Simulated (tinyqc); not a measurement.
Inside a calculation. Method: RKS/PBE0 in the sto-3g basis, for H2O, spin multiplicity 1. Computed by tinyqc, a small Python program that keeps every step (integrals from PySCF). Settings: charge = 0, multiplicity = 1, basis = sto-3g, energy threshold = 1e-08, iteration cap = 68, orthogonalisation = canonical, start = core, DIIS depth = 0, method = RKS, functional = pbe0, grid = [10, 26]. Command: `OMP_NUM_THREADS=1 python tinyqc.py 26500 26501 out.jsonl` (the two numbers bound the seeds that draw the settings). One thread of a shared host (Intel(R) Xeon(R) Processor @ 2.60GHz), about 0.7 s of CPU time with the checks.

Geometry (angstrom):
```
atom         x          y         z
O     0.000000   0.000000  0.000000
H     0.000000   0.849000  0.737000
H     0.000000  -0.849000  0.737000
```

Stop when the energy changes by less than 1e-08 hartree and every element of the error matrix X^T (F D S - S D F) X is below 3e-05.

Course of the cycle:
```
iteration   E (hartree)     change  largest element of the error matrix
1          -73.45238037          -                             7.60e-01
2          -74.22588124  -7.74e-01                             9.23e-01
3          -74.55017876  -3.24e-01                             7.93e-01
4          -74.63781393  -8.76e-02                             7.70e-01
5          -74.74683018  -1.09e-01                             7.02e-01
6          -74.76765194  -2.08e-02                             6.89e-01
7          -74.82685472  -5.92e-02                             6.46e-01
8          -74.83031014  -3.46e-03                             6.40e-01
9          -74.86966871  -3.94e-02                             6.11e-01
10         -74.86637245   3.30e-03                             6.09e-01
11         -74.89573155  -2.94e-02                             5.87e-01
12         -74.88922736   6.50e-03                             5.88e-01
13         -74.91283124  -2.36e-02                             5.70e-01
14         -74.90460148   8.23e-03                             5.73e-01
...                 ...        ...                                  ...
55         -74.95774490  -1.14e-02                             5.21e-01
56         -74.94644318   1.13e-02                             5.28e-01
57         -74.95778670  -1.13e-02                             5.21e-01
58         -74.94648312   1.13e-02                             5.28e-01
59         -74.95781921  -1.13e-02                             5.21e-01
60         -74.94651419   1.13e-02                             5.28e-01
61         -74.95784451  -1.13e-02                             5.21e-01
62         -74.94653836   1.13e-02                             5.27e-01
63         -74.95786419  -1.13e-02                             5.21e-01
64         -74.94655716   1.13e-02                             5.27e-01
65         -74.95787950  -1.13e-02                             5.21e-01
66         -74.94657180   1.13e-02                             5.27e-01
67         -74.95789142  -1.13e-02                             5.21e-01
68         -74.94658318   1.13e-02                             5.27e-01
```

Can the last value be used, and what does the course show?

Not by the stop rule. Not converged within the cap of 68 iterations: the residual has stopped falling: the iteration swings between two states. Reruns (cap 100 unless said): DIIS 8: converged in 8; damping 0.5: converged in 29; level shift 0.5: converged in 12; atomic densities as start, DIIS 8: converged in 7; the original settings with a cap of 400: not converged. PySCF RKS in the same basis, fine grid = -75.23789308 hartree, which differs from a converged run on this coarse grid by the grid error.
